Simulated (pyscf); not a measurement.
Optimised with ωB97X-D3(BJ)/def2-SVP in PySCF. MP2 and CC: frozen core, UHF for open shells. ΔMP2 is the change of the MP2 total energy from the triple- to the quadruple-zeta basis.

SMILES: [F][Ge]([F])([F])[F]
```xyz
5

F      0.2831     0.2831     0.4728
Ge    -1.2068    -0.4662     0.1420
F     -0.9423    -1.8855    -0.7566
F     -2.1903     0.5929    -0.7539
F     -1.9773    -0.8538     1.6072
```
Charge 0, spin multiplicity 1.

**Question.** How much does it cost (ΔH, 298 K, CCSD(T)/def2-TZVPP + ΔMP2(QZVPP)) to split F–Ge(F)(F)–F (SMILES [F][Ge]([F])([F])[F]) at its F–Ge bond into F• + F–Ge•(F)–F?

**Answer.** F–Ge to F• + F–Ge•(F)–F: 129.8 kcal/mol. The CCSD(T) − MP2 part came from Ansatz, without density fitting, on the same reference. The frozen core leaves the outer d or s,p core shells of the metals and heavy elements correlated in the MP2 and CC values, and def2-TZVPP describes them poorly, which can shift differences by a few kcal/mol. Left out: the spin-orbit lowering of F. Elements up to Kr have no core potential and no relativistic terms here.
